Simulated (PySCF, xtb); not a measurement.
## Two isomers of C2H3Si−

Structure I: `C#C[SiH2-]`, a singlet. Structure II: `[C-]#C[SiH3]`, a singlet. Both are isolated ions in the gas phase, relaxed with PBE0-D3(BJ)/def2-SVPD.

Quicker runs give these differences E(II) − E(I): GFN2-xTB −62.77 kJ/mol; HF/STO-3G +18.92 kJ/mol (at GFN2-xTB geometries); r2SCAN-D4/def2-SVPD −4.18 kJ/mol (at GFN2-xTB geometries).

Question: Estimate E(II) − E(I) at the level CCSD(T)/def2-SVPD + ΔMP2/def2-TZVPPD.

Answer: CCSD(T)/def2-SVPD + ΔMP2/def2-TZVPPD gives E(II) − E(I) = +1.66 kJ/mol, slightly favouring structure I, which is too small a margin to settle the true order.

The same difference at several levels:

| level | geometry | E(II) − E(I) (kJ/mol) | departure from the last row (kJ/mol) | job, with rough time for the two |
| --- | --- | --- | --- | --- |
| GFN2-xTB | GFN2-xTB | −62.77 | −64.43 | optimisation, 0.34 s |
| HF/STO-3G | GFN2-xTB | +18.92 | +17.26 | single point, 3.7 s |
| r2SCAN-D4/def2-SVPD | GFN2-xTB | −4.18 | −5.84 | single point, 25 s |
| PBE0-D3(BJ)/def2-SVPD | PBE0-D3(BJ)/def2-SVPD | +15.36 | +13.71 | optimisation, 1.7 min |
| HF/def2-SVPD | PBE0-D3(BJ)/def2-SVPD | −16.80 | −18.45 | part of the CCSD(T) run |
| MP2/def2-SVPD | PBE0-D3(BJ)/def2-SVPD | +1.85 | +0.20 | part of the CCSD(T) run |
| CCSD(T)/def2-SVPD | PBE0-D3(BJ)/def2-SVPD | +5.47 | +3.81 | single point |
| CCSD(T)/def2-SVPD + ΔMP2/def2-TZVPPD | PBE0-D3(BJ)/def2-SVPD | +1.66 |  | single point, 62 s |

As drawn, II has 1 Si–H in place of 1 C–H.

The largest departure from CCSD(T)/def2-SVPD + ΔMP2/def2-TZVPPD is that of GFN2-xTB, 64.43 kJ/mol. The last row adds to CCSD(T) the change of the MP2 difference between the two basis sets, here −3.81 kJ/mol.

With thermal terms from frequencies at re-optimised GFN2-xTB minima (ideal gas, soft modes damped towards free rotors, one conformer each, 298.15 K, 1 atm): the zero-point term adds −4.74 kJ/mol; ΔH is −4.09 and ΔG +0.39 kJ/mol.

The correlated steps freeze 7 core orbitals. Run with PySCF 2.14.0, xtb 6.7.1; the last row on 2 threads of AMD EPYC 7571 on a shared host.
